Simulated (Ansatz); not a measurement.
C4H5N can be A, `C=CN1C=C1`, or B, `CC=C=C=N`.

Computed with Ansatz on PBE0-D4/def2-TZVP structures; ΔE is electronic, products minus reactants. CBS: MP2 limit from def2 TZ/QZ plus the TZ coupled-cluster correction, frozen cores. Functionals use def2-TZVPP. B3LYP here is the variant with VWN-RPA as its local correlation; programs differ in this. One conformer a species, not always the lowest.

Problem. Which is lower in electronic energy at CCSD(T)/CBS, and by how much? (Best estimate.)

Solution. Computed: B, by 45.1 kcal/mol.

Problem. Give E(B) − E(A) in kcal/mol with ωB97M-V, CCSD(T)/def2-SVP, B3LYP, B3LYP-D4, CCSD(T)/def2-TZVPP, LDA (SPW92), BLYP-D4. (Estimate.)

Solution. Ansatz gave: ωB97M-V -46.0, CCSD(T)/def2-SVP -47.6, B3LYP -53.4, B3LYP-D4 -52.2, CCSD(T)/def2-TZVPP -46.3, LDA (SPW92) -48.8, BLYP-D4 -54.0. None reverses the order clearly.

Problem. Does the order hold for the free energy at 298.15 K (harmonic terms from PBE0-D4)? (An estimate is asked.)

Solution. Ansatz gave: Yes: G(B) − G(A) = -44.7 kcal/mol, for one conformer each.

Largest T1 diagnostic: 0.015.

The D4 term adds +1.2 kcal/mol with B3LYP and +0.6 kcal/mol with PBE0; it sums over pairs of atoms, weighted by their polarisabilities, and B3LYP, whose exchange is more repulsive, gets the larger term. In def2-TZVPP, CCSD(T) changes the Hartree–Fock value by +3.8 kcal/mol (the triples alone add −0.3 kcal/mol) and MP2 by +4.5 kcal/mol.
